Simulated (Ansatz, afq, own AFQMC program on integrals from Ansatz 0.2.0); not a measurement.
Two steps: Ansatz 0.2.0 writes the Fock matrix and Cholesky factors of the valence space, and afq projects on them the lowest state that overlaps trial and start.

```yaml
crystal:
  periodic: [false, false, false]
  atoms:
    - {symbol: Ge, position_ang: [0.000000, 0.016763, 1.221757]}
    - {symbol: Ge, position_ang: [0.000000, -0.036285, -1.277289]}
    - {symbol: H, position_ang: [0.000000, 1.387006, 1.925829]}
    - {symbol: H, position_ang: [1.233110, -0.766974, 1.725729]}
    - {symbol: H, position_ang: [-1.233110, -0.766974, 1.725729]}
    - {symbol: H, position_ang: [0.000000, 1.553826, -1.375198]}
basis:
  gaussian: {orbitals: cc-pVDZ}
magnetization: {spin_polarized: false}
correlation: {method: ccsd_t, electrons: outside_noble_gas, hamiltonian_folder: ham}
```

```sh
$ ansatz run in.yaml --threads 1 --pin off --events-out ev --progress --plain --max-ram 1843MiB
```

Options of the walk:

```
--method free --trial cisd --walkers 60 --time-step 0.03 --max-blocks 80 --target-error 0.00042 --factor-cut 1e-05 --seed 6354 --times 0,0.21,0.42,0.81,1.2,1.8,2.4,3 --taylor-order 8
```

Times are imaginary, in 1/Eh. The walk had a cap of 1015 s. Filled inner d shells are frozen with the cores.

Output of the walk:

```
orbitals 46  electrons 6 6  factors 384 of 826
reference energy -4152.95085192 Eh
CCSD correlation -0.22276324 Eh in 12 cycles, weight of the determinant in the CISD state 0.8578
repeat  energy at the last time / Eh  error
    10  -4153.179460  0.001517
    20  -4153.180287  0.001004
    30  -4153.180294  0.000707
    40  -4153.180295  0.000623
    50  -4153.180389  0.000542
    60  -4153.180511  0.000503
    70  -4153.180351  0.000436
    80  -4153.180289  0.000405
time / (1/Eh)  energy / Eh  error  mean overlap
  0.00  -4153.173375  0.000233  1.1638
  0.21  -4153.175740  0.000233  1.1652
  0.42  -4153.177538  0.000253  1.1535
  0.81  -4153.179039  0.000225  1.1528
  1.20  -4153.179556  0.000251  1.1683
  1.80  -4153.179555  0.000297  1.1955
  2.40  -4153.179845  0.000321  1.2074
  3.00  -4153.180289  0.000405  1.2075
energy -4153.180289 +/- 0.000405 Eh
```

The run passed its tests (error under three times the target), which doesn't prove that it has relaxed.

Against this walk (error 11.0 meV) on the same determinant: CCSD(T) 31.7 meV higher, CCSDT(Q) 5.6 meV lower (within the noise). The error is statistical, and a free projection of finite length keeps a remainder of its start.

Cautions: remainder of the start not in the error; no relativity below Rb; no spin-orbit coupling; inner d shell frozen; higher spins were not checked; restricted determinant unstable towards unrestricted (UHF 44 meV lower, ⟨S²⟩ 0.30).

The walk took 3.2 min on 1 thread of Intel(R) Xeon(R) 6975P-C (Granite Rapids), on a shared host. The log's last line is the free-projection energy.

CCSDT and higher add their correlation energy to the determinant of the CCSD(T) run, since their own runs factorise the integrals more tightly (a shift of under 2 meV). A walk keeps the symmetry of its determinant, which the program's search chose and which needn't be the lowest solution, so a lower state of the same spin and another symmetry isn't excluded.
